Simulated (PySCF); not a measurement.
# Dipole moment and polarisability of `CC#C[P@@H](C)=O`

Compound: C₄H₇OP.
Structure used (GFN2-xTB), in Å, numbered top down from 1:
```xyz
13
C4H7OP angstrom
C      2.8851    0.3264    0.0354
C      1.5002   -0.0545    0.1604
C      0.3378   -0.3443    0.2849
P     -1.3335   -0.8971    0.3826
C     -2.3376    0.5022   -0.2114
O     -1.6008   -2.1700   -0.2865
H      3.4500   -0.0572    0.8843
H      3.2999   -0.0886   -0.8823
H      2.9742    1.4120    0.0093
H     -1.5532   -0.9218    1.7588
H     -2.0980    1.4168    0.3215
H     -2.1402    0.6264   -1.2758
H     -3.3883    0.2502   -0.0774
```

Level: PBE0/def2-SVPD (PySCF), static field, nuclei fixed, core orbitals frozen in the response. The polarisability tensor in these axes (au):

```
x   102.13   7.54  -0.89
y     7.54  65.60  -0.46
z    -0.89  -0.46  58.30
```

Problem. Give the principal values, the mean and the anisotropy Δα = √{½[(α1 − α2)² + (α2 − α3)² + (α1 − α3)²]}.

Solution. Principal values 58.27, 64.12 and 103.65 au; mean 75.34 au = 11.16 Å³ = 12.42 × 10⁻⁴⁰ C²·m²/J; Δα = 42.76 au (57 % of the mean).

Problem. What is the dipole moment, and where does it point?

Solution. (2.13, 4.27, 1.13) D, 4.91 D in size, pointing from the negative to the positive side. Measured along this direction, the outermost atoms are O6 at the negative end and H9 at the positive end.

Problem. In a dilute gas of rigid molecules at 273 K, how does the orientational term μ²/3kT compare with the electronic polarisability?

Solution. In Gaussian units μ²/3kT = 213.10 Å³ against 11.16 Å³, a ratio of 19.09; the Debye molar polarisation (4π/3)N_A(α + μ²/3kT) is 565.7 cm³/mol, leaving out the vibrational part.

Problem. Directions of the eigenvectors, and the extent of the frame along each?

Solution. Largest value along (0.98, 0.19, -0.02), where the nuclei span 6.63 Å; middle along (-0.20, 0.98, -0.05), 3.58 Å; least along (0.01, 0.05, 1.00), 2.96 Å. The response follows the extents in order.

Problem. What would n − 1 = 2πNα be for an ideal gas of these molecules at 298.15 K and 1 atm, electronic part alone?

Solution. N = p/kT = 2.4615 × 10¹⁹ cm⁻³, so n − 1 = 2π × N × 11.16 × 10⁻²⁴ cm³ = 1727 × 10⁻⁶ at long wavelengths, for an ideal gas.

Problem. What are the principal values of the traceless quadrupole moment, Θ = ½Σq(3rr − r²1), about the centre of nuclear charge?

Solution. -14.58, -0.18, 14.76 D·Å. The values depend on the origin, since the dipole doesn't vanish. The electronic extent ⟨r²⟩ about the same centre is 979 bohr², a root-mean-square distance of 2.25 Å for the 54 electrons.

Problem. Find the Langevin capture rate constant for O2+ (31.990 u) meeting this molecule (102.023 u), k = 2.342 × 10⁻⁹ cm³/s × √(α in Å³ / reduced mass in u).

Solution. The reduced mass is 24.35 u, so k = 1.59 × 10⁻⁹ cm³/s. The formula leaves out the permanent dipole, which adds to the capture rate.

Isolated species at its GFN2-xTB geometry, gas phase. GFN2-xTB frequencies show an imaginary mode (34i cm⁻¹), so this geometry is no minimum at that level.
